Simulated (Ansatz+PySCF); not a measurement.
Two shapes of doublet CH2N.

Shape 1:

```xyz
4

C     0.0000    0.0000    0.0217
N     0.0000    0.0000   -1.2159
H     0.0000    0.9355    0.5971
H     0.0000   -0.9355    0.5971
```

Shape 2:

```xyz
4

C     0.0000    0.0000    0.0165
N     0.0000    0.0000   -1.2211
H     0.0000    0.9526    0.6023
H     0.0000   -0.9526    0.6023
```

Basis set: cc-pVTZ (spherical functions). Left uncorrelated: 2 orbitals. Correlation on ROHF uses semicanonical orbitals with singles. Charge 0, multiplicity 2.

Computed with Ansatz (development build ahead of 0.2.0) and PySCF 2.14.0; each method stands on the lowest determinant of its kind that the runs found.

Task: Which shape is lower in energy, and by how much in each method?

Result:

```
      method  E(2) − E(1) (eV)
        ROHF             0.036
         UHF             0.033
    ROHF-MP2             0.020
     UHF-MP2             0.022
ROHF-CCSD(T)             0.014
```

Shape 1 is lower. Caution for UHF, UHF-MP2: the unrestricted determinant is spin contaminated. Caution for ROHF-MP2, UHF-MP2: forces differ strongly between restricted and unrestricted references.
